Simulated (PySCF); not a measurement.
**C4H6Cl: g tensor and hyperfine couplings**

C₄H₆Cl (doublet state).
SMILES with atom numbers: `[Cl:1][CH:2]1[CH2:3][CH:4][CH2:5]1` (hydrogens: H6 on C2; H7, H8 on C3; H9 on C4; H10, H11 on C5)

Theory: PySCF, UKS B3LYP, pcH-1 on C Cl H, non-relativistic, mean-field spin-orbit, GIAO. Isolated species at its GFN2-xTB geometry, gas phase. The geometry wasn't refined by DFT: couplings that depend on bond lengths, twists or pyramidal angles can differ widely from those at the functional's own minimum. No stability test was run, so a lower SCF solution isn't excluded.

```json
{
  "g1, g2, g3": "2.00237, 2.00288, 2.00326",
  "g_iso": "2.00284",
  "Form of g": "rhombic: the two nearest values differ by 43 % of g3 − g1",
  "⟨S²⟩": "0.7543 (exact 0.7500)",
  "α and β electrons": "24, 23",
  "Total energy": "-616.16227 Eh",
  "Basis functions": "195"
}
```

Hyperfine couplings atom by atom, in G; T1 to T3 are the principal values of the dipolar part (MHz turned into gauss with g_iso; 10 G = 1 mT):

```tsv
atom	isotope	a_iso	of which spin–orbit	T1	T2	T3	Mulliken spin population
Cl1	35Cl	-0.6	0.0	-0.1	0.0	0.1	0.00
C2	13C	7.0	0.0	-0.6	-0.4	1.0	0.01
C3	13C	-12.4	0.0	-1.0	0.2	0.8	-0.09
C4	13C	37.9	0.0	-28.8	-28.3	57.2	1.01
C5	13C	-12.4	0.0	-1.0	0.2	0.8	-0.09
H6	1H	-1.4	0.0	-1.0	-0.9	2.0	0.00
H7	1H	48.8	0.0	-1.8	-1.4	3.2	0.06
H8	1H	34.7	0.0	-1.6	-1.2	2.8	0.04
H9	1H	-21.9	0.0	-13.7	-0.1	13.8	-0.04
H10	1H	34.7	0.0	-1.5	-1.2	2.8	0.04
H11	1H	48.8	0.0	-1.8	-1.4	3.2	0.06
```

The largest Mulliken spin populations are on C4 (+1.01), C5 (-0.09) and C3 (-0.09). C4 is the only atom above +0.15. The positive populations add up to 1.22 and the negative ones to -0.22, together 2S = 1. The angles at C4 add up to 357.6°, so it is nearly planar; its axial dipolar tensor and the negative coupling of its proton fit spin in a p orbital normal to that plane.

Under fast tumbling the dipolar parts average out, and these isotropic splittings remain: 2 × 1H (H7/H11, I = 1/2, 3 lines) with 4.88 mT, 2 × 1H (H8/H10, I = 1/2, 3 lines) with 3.47 mT, 1 × 1H (H9, I = 1/2, 2 lines) with 2.19 mT, 1 × 1H (H6, I = 1/2, 2 lines) with 0.14 mT and 1 × 35Cl (Cl1, I = 3/2, 4 lines) with 0.06 mT.

Nuclei that the bonding pattern makes equivalent are averaged, as if the motion that swaps them (rotation, inversion, ring flip) were fast.

Main isotope only: 35Cl (natural samples also hold 24 % 37Cl, magnetic too, which adds its own pattern).

The 13C coupling of C4 (106.3 MHz) shows only in satellite lines or after enrichment, since that isotope makes up about 1.07 % of natural carbon.

Hardware: an Arm Neoverse V2 with one thread, shared host with 192 logical CPUs at a one-minute load of 43. Cost: 25 s of wall time (with the writing of density and orbital grids), 0.69 GiB resident at most.
